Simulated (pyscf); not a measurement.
HO–PH₂ (SMILES OP) + GaH₃ (SMILES [GaH3]) -> H₂P–O–GaH₂ (SMILES P[O][GaH2]) + H₂ (SMILES [H][H]) (four-centre exchange; singlet surface; H–O, Ga–H broken, Ga–O, H–H formed). Optimised with ωB97X-D3(BJ)/def2-SVP in PySCF. Energies in kcal/mol from the separated reactants.

| level | barrier | reaction energy |
|---|---|---|
| ωB97X-D3(BJ)/def2-TZVP | 6.9 | -16.0 |
| PBE/def2-TZVP | 4.5 | -13.9 |
| r²SCAN/def2-TZVP | ___ | -16.2 |
| PBE0-D3(BJ)/def2-TZVP | ___ | ___ |
| M06-2X/def2-TZVP | 4.7 | -18.7 |
| ωB97M-D3(BJ)/def2-TZVP | 9.4 | -12.9 |

### Question
Some entries are withheld; supply them.

### Answer

- r²SCAN/def2-TZVP, barrier: 3.4
- PBE0-D3(BJ)/def2-TZVP, barrier: 5.7
- PBE0-D3(BJ)/def2-TZVP, reaction energy: -13.4

The functionals in the table span 6.0 kcal/mol in this barrier, from r²SCAN to ωB97M-D3(BJ)/def2-TZVP. On the reactant side the descent ends in an adduct with a Ga–O contact, 15.6 kcal/mol under the separated species and 22.5 kcal/mol under the saddle at ωB97X-D3(BJ)/def2-TZVP. What is counted as formed (Ga–O) is already present as a longer contact in the reactant adduct; forming that adduct is a step of its own. At the saddle there is also a short Ga–H contact that neither side keeps. H₂P–O–GaH₂ lies 12.3 kcal/mol over its isomer HO–GaH–PH₂ (electronic energy, ωB97M-D3(BJ)/def2-TZVP). This is the saddle that the search found; another between the same sides may lie lower. Elements up to Kr have no core potential and no relativistic terms here.
